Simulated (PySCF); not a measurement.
## From orbital energies to excitation energies

Compound: dimethylphosphine, C2H7P.
SMILES: `CPC`

Level of theory: PySCF, TDDFT CAM-B3LYP/aug-cc-pVTZ, vertical, gas phase, core orbitals frozen in the response. Isolated species at its PBE0-D3(BJ)/def2-TZVP geometry, gas phase.

Orbital energies (eV): HOMO-3 -12.72, HOMO-2 -10.95, HOMO-1 -10.81, HOMO -8.01, LUMO 0.24, LUMO+1 0.53, LUMO+2 0.69.

Computed singlets:

```
state  E (eV)       f
   S1    5.72   0.028
   S2    6.05   0.066
   S3    6.38   0.073
   S4    6.60   0.072
   S5    6.90   0.053
   S6    7.24  0.0073
   S7    7.32  0.0034
   S8    7.50   0.015
   S9    7.56  0.0013
  S10    7.59   0.019
```

Task: Which orbital pair leads each of S1, S2 and S3, and how does its energy difference Δε compare with the excitation energy?

Result: 

```tsv
state	leading configuration	weight	Δε (eV)	E (eV)	E − Δε (eV)	f	other configurations
S1	HOMO→LUMO	0.79	8.25	5.72	-2.52	0.028	–
S2	HOMO→LUMO+1	0.72	8.53	6.05	-2.48	0.066	H→L+9 (22%)
S3	HOMO→LUMO+2	0.66	8.69	6.38	-2.32	0.073	H→L+7 (12%), H→L+3 (11%)
```

E − Δε runs from -2.52 to -2.32 eV. Among themselves, these states come in the order of their orbital differences.

H and L stand for HOMO and LUMO. The other states: S4 6.60 eV, f 0.072, H→L+3 (66%), H→L+2 (17%), H→L+7 (8%); S5 6.90 eV, f 0.053, H→L+7 (31%), H→L+4 (31%), H→L (12%); S6 7.24 eV, f 0.0073, H→L+4 (53%), H→L+7 (27%); S7 7.32 eV, f 0.0034, H→L+9 (33%), H→L+5 (31%), H→L+1 (21%); S8 7.50 eV, f 0.015, H→L+5 (62%), H→L+9 (19%), H→L+18 (8%); S9 7.56 eV, f 0.0013, H→L+6 (81%), H→L+14 (9%); S10 7.59 eV, f 0.019, H→L+8 (80%).

Triplets (Tamm–Dancoff): T1 5.09 eV, H→L (43%), H→L+7 (19%), H→L+17 (9%); T2 5.31 eV, H→L+1 (40%), H→L+9 (39%), H→L+18 (12%); T3 6.06 eV, H→L+7 (27%), H→L+3 (20%), H→L (18%); T4 6.41 eV, H→L+2 (62%), H→L (19%).
